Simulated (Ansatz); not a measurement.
Isolated molecules relaxed with PBE0-D4/def2-TZVP in Ansatz; ΔE leaves out vibrations. CCSD(T)/CBS adds triple-zeta CCSD(T) − MP2 to the extrapolated MP2 energy (def2 sets, frozen cores). This one scheme is used for every species, atoms too. DFT in def2-TZVPP. HSE06 is defined as in plane-wave codes. No spin–orbit coupling; open shells (•) take unrestricted orbitals. Spin–orbit coupling would lower the free atoms: a little for C, F, O. Each species was taken in one conformer, which may not be the lowest.

`O=C=C(O)F` → 2 C• + F• + H• + 2 O•  (atomization)

**Question.** What is ΔE at CCSD(T)/CBS? (Estimate.)

**Answer.** Ansatz gave: +26.85 eV.

**Question.** What do these levels give: PBE-D4, r2SCANh-D4, HSE06-D4, r2SCANh, HF/def2-QZVPP, CCSD/CBS(def2)? (An estimate is asked.)

**Answer.** Ansatz gave: PBE-D4 28.85, r2SCANh-D4 26.76, HSE06-D4 27.31, r2SCANh 26.74, HF/def2-QZVPP 16.69, CCSD/CBS(def2) 26.05 eV.

Largest T1 diagnostic among the species: 0.016.

From BLYP to BHLYP (50 % exact exchange), in def2-TZVPP and without D4, ΔE moves by −2.62 eV: exact exchange takes away binding that semilocal exchange gives to molecules. In def2-TZVPP, CCSD(T) changes the Hartree–Fock value by +9.30 eV (the triples alone add +0.80 eV) and MP2 by +10.73 eV; breaking electron pairs costs correlation energy, which Hartree–Fock lacks.

For atomizations the MP2-based limit and the directly extrapolated one differ by several kJ/mol either way, and by 10 to 25 for some Ge, Se and Sn compounds, so smaller differences from it don't rank the levels.
